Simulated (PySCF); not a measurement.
MgO⁻ at PBE0

Level: PBE0. Mg def2-SVPD, O def2-SVPD; no relativity (PySCF 2.14).

For MgO⁻, the state is ²Σ⁺ (doublet), unpaired electrons σ ↑. The bond length is 1.809 Å. The harmonic wavenumber is 692 cm⁻¹. The force constant is 2.71 mdyn/Å, the rotational constant Be is 0.5366 cm⁻¹ and the anharmonicity ωexe is 7.98 cm⁻¹. The vibration–rotation constant αe is 0.00676 cm⁻¹, the well depth De to Mg + O⁻ is 248 kJ/mol and the dissociation energy D0 is 243 kJ/mol. The bond order (Mayer) is 0.92 and the dipole moment (positive dipole points towards O; it is taken about the centre of mass and depends on that origin) is -2.04 D.

For an ion De counts to the pair picked by the measured ionisation energies or electron affinities, which need not be the lowest pair at this level. The state was picked by a PBE0 search and need not be the measured ground state.
